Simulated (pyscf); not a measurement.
`[CH3][GeH3]` + `[H]` [doublet] → `[CH3][GeH2]` [doublet] + `[H][H]` (hydrogen abstraction; doublet surface; Ge–H broken, H–H formed). Optimised with ωB97X-D3(BJ)/def2-SVP in PySCF. Energies in kcal/mol from the separated reactants.

```json
[
 {"level": "ωB97X-D3(BJ)/def2-TZVP", "barrier": "2.9", "reaction energy": "-16.7"},
 {"level": "r²SCAN/def2-TZVP", "barrier": "-2.2", "reaction energy": "-20.3"},
 {"level": "B3LYP-D3(BJ)/def2-TZVP", "barrier": "___", "reaction energy": "___"},
 {"level": "PBE0-D3(BJ)/def2-TZVP", "barrier": "0.6", "reaction energy": "-17.5"},
 {"level": "ωB97M-D3(BJ)/def2-TZVP", "barrier": "2.9", "reaction energy": "-19.0"},
 {"level": "HF/def2-TZVP", "barrier": "___", "reaction energy": "-13.4"}
]
```

Fill in the missing entries.


- B3LYP-D3(BJ)/def2-TZVP, barrier: -1.2
- B3LYP-D3(BJ)/def2-TZVP, reaction energy: -21.0
- HF/def2-TZVP, barrier: 9.0

At r²SCAN, B3LYP-D3(BJ) this geometry lies under the reactants; that is no barrier but a single point on another level's saddle; such a level's own saddle, if it has one, lies nearer that side and is low. One saddle was located; it need not be the lowest between these sides. The angle at the transferred H is 177°. Elements up to Kr have no core potential and no relativistic terms here.
